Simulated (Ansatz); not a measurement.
## Worked example: correlation energy of HAl–O–Al, quartet

Geometry: a PBE0/def2-TZVP stationary point for this spin, not checked as a minimum. The doublet lies 3.1 eV lower here.

```xyz
4

Al    0.0000   -0.1114    1.6489
O     0.0000    0.0548   -0.0342
Al    0.0000    0.0319   -1.7218
H     0.0000    1.2590    2.4945
```

Basis cc-pVDZ; Ansatz 0.2.0. Correlated methods freeze the noble-gas cores, which leaves 13 electrons in 44 orbitals. Prefix R: restricted or restricted open-shell reference; prefix U: unrestricted.

Full CI isn't at hand for all of this; UCCSDT(Q) serves as the reference, and is uncertain by about the last step of the cluster series.

Runs differ by some tens of microhartree through their thresholds and, for an open shell, their frozen cores, so steps under 0.03 kcal/mol mean nothing.

| level | total energy (hartree) |
| --- | --- |
| UHF | -559.263757 |
| UMP2 | -559.515562 |
| UCCSD | -559.530434 |
| UCCSD(T) | -559.537759 |
| UCCSDT | -559.538578 |
| UCCSDT(Q) | -559.539466 |

Question: What is the correlation energy at UCCSDT(Q), and what share of it do UMP2 and UCCSDT recover?

Answer: E(corr) = -559.539466 − (-559.263757) = -0.275709 hartree = -7.502 eV. UMP2: -0.251805 / -0.275709 = 91.33 %. UCCSDT: -0.274821 / -0.275709 = 99.68 %.

Question: By how many kcal/mol does UCCSD(T) miss UCCSDT(Q) (1 hartree = 627.509 kcal/mol), and which steps make up the rest?

Answer: -559.537759 − (-559.539466) = 0.001707 hartree = 1.07 kcal/mol. Steps: UCCSDT − UCCSD(T) = -0.51, UCCSDT(Q) − UCCSDT = -0.56 kcal/mol. Differences between like states or geometries often cancel part of this.
